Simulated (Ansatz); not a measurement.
# HAl–BeH, doublet along the angle Be2-Al1-H3

Starting geometry (PBE0/def2-TZVP stationary point for this spin, not checked as a minimum):

| atom | x (Å) | y (Å) | z (Å) |
| --- | --- | --- | --- |
| Al | 0.0000 | -0.0872 | 0.6125 |
| Be | 0.0000 | 0.1455 | -1.6947 |
| H | 0.0000 | 0.9982 | 1.7921 |
| H | 0.0000 | 0.0360 | -3.0350 |

From there the angle named below is changed in its plane at fixed bond lengths, both arms turning rigidly about the middle atom; atoms are numbered as listed. Energies are in eV, counted from the starting geometry at the same level.

Basis 6-31G; Ansatz 0.2.0. Correlated methods freeze the noble-gas cores. R marks a restricted (for open shells ROHF) determinant.

Full CI is exact within this basis and frozen core; it isn't the basis-set limit.

```csv
angle Be2-Al1-H3 (°),RMP2
69.9,0.837
89.4,0.434
107.6,0.135
122.2,0.020
131.6,0.000
139.1,0.009
156.6,0.091
180.0,0.212
```

Problem. Estimate the full CI curve in 6-31G from this one, knowing how RMP2 errs.

Solution. The computed full CI values, in eV from the starting point, and the error of RMP2 against them:
| angle Be2-Al1-H3 (°) | full CI | RMP2 less full CI |
| --- | --- | --- |
| 69.9 | 0.753 | 0.084 |
| 89.4 | 0.411 | 0.023 |
| 107.6 | 0.132 | 0.003 |
| 122.2 | 0.021 | -0.001 |
| 131.6 | 0.000 | 0.000 |
| 139.1 | 0.008 | 0.001 |
| 156.6 | 0.083 | 0.008 |
| 180.0 | 0.196 | 0.016 |

The error spans 0.085 eV and is largest, 0.084 eV, at 69.9 °.

These errors take the starting point as zero, where RMP2 itself lies 0.644 eV above full CI in total energy. In total energy its miss is smallest, 0.643 eV, at 122.2 and largest, 0.728 eV, at 69.9 °.
